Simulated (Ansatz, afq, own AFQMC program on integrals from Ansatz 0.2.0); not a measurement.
Integrals from Ansatz 0.2.0, then the random walk in our own AFQMC program (afq).

```yaml
crystal:
  periodic: [false, false, false]
  atoms:
    - {symbol: Ge, position_ang: [0.000000, -0.037540, 0.321995]}
    - {symbol: O, position_ang: [0.000000, 0.086176, -1.528961]}
    - {symbol: H, position_ang: [0.000000, 1.337542, 1.064259]}
basis:
  gaussian: {orbitals: cc-pVDZ}
magnetization: {spin_polarized: true, initial_magnetization: 3}
correlation: {method: ccsd_t, electrons: outside_noble_gas, hamiltonian_folder: ham}
```

```sh
$ ansatz run in.yaml --threads 1 --pin off --events-out ev --progress --plain --max-ram 1382MiB
```

Options of the walk:

```
--method phaseless --trial cisd --walkers 60 --populations 1 --least-time 40 --time-step 0.005 --steps-per-block 50 --equilibration-blocks 28 --max-blocks 300 --target-error 0.0004 --factor-cut 1e-05 --start spin_pure --seed 5858 --release-times 0.24,0.51,0.99,1.62,2.4 --release-step 0.03 --release-every 4 --taylor-order 6
```

Times are imaginary, in 1/Eh. The walk had a cap of 766 s. Filled inner d shells are frozen with the cores.

```
orbitals 31  electrons 7 4  factors 235 of 500
reference energy -2150.67143636 Eh
CCSD correlation -0.22602458 Eh in 15 cycles, weight of the determinant in the CISD state 0.9006
energy of the start -2150.896907 Eh
 block  time / (1/Eh)  mean weight  energy / Eh
     1     0.250  1.0015  -2150.895135
     2     0.500  1.0019  -2150.897306
     3     0.750  1.0003  -2150.899752
     4     1.000  1.0017  -2150.897989
     5     1.250  1.0021  -2150.899395
     7     1.750  1.0001  -2150.897567
     9     2.250  0.9960  -2150.901889
    13     3.250  0.9986  -2150.905430
    21     5.250  1.0012  -2150.900222
    29     7.250  0.9984  -2150.914689
    37     9.250  0.9983  -2150.911629
    45    11.250  1.0010  -2150.900982
    53    13.250  0.9967  -2150.901059
    61    15.250  0.9983  -2150.913692
    69    17.250  1.0016  -2150.909092
    77    19.250  0.9980  -2150.900465
    85    21.250  1.0004  -2150.904262
    93    23.250  1.0001  -2150.904555
   101    25.250  1.0021  -2150.908267
   109    27.250  1.0004  -2150.903415
   117    29.250  1.0019  -2150.902639
   125    31.250  1.0010  -2150.912345
   133    33.250  1.0010  -2150.903757
   141    35.250  1.0002  -2150.904571
   149    37.250  1.0007  -2150.905576
   157    39.250  0.9992  -2150.901415
   165    41.250  0.9987  -2150.903468
   173    43.250  1.0008  -2150.898209
   181    45.250  0.9993  -2150.912125
   189    47.250  0.9994  -2150.904689
   197    49.250  1.0005  -2150.899343
blocks merged  error / Eh  count
     1  0.000279  170
     2  0.000326  85
     4  0.000371  42
     8  0.000395  21
    16  0.000353  10
released: time / (1/Eh)  energy / Eh  error  mean overlap
  0.24  -2150.904045  0.000510  0.9888
  0.51  -2150.904045  0.000369  0.9861
  0.99  -2150.904185  0.000566  0.9915
  1.62  -2150.904650  0.000510  0.9641
  2.40  -2150.904054  0.000640  0.9820
energy -2150.903926 +/- 0.000395 Eh
(rows thinned)
```

(1) Estimate how long the walk took on 1 thread of Arm Neoverse V2, on a shared host.

The run passed its tests (sampling time, drift between the halves within three errors, error under three times the target), which doesn't prove that it has relaxed.

Against this walk (error 10.8 meV) on the same determinant: CCSD(T) 32.2 meV higher, CCSDT(Q) 13.4 meV lower (within the noise). The error is statistical and leaves out the bias of the constraint. Released to 2.40 1/Eh the energy moves by -3 ± 20 meV (both errors), within twice the noise.

Cautions: constraint bias not in the error; no relativity below Rb; no spin-orbit coupling; inner d shell frozen; lower spins were not checked.

Answers

(1) 2.5 min of wall time.

CCSDT and higher add their correlation energy to the determinant of the CCSD(T) run, since their own runs factorise the integrals more tightly (a shift of under 2 meV). A walk keeps the symmetry of its determinant, which the program's search chose and which needn't be the lowest solution, so a lower state of the same spin and another symmetry isn't excluded.
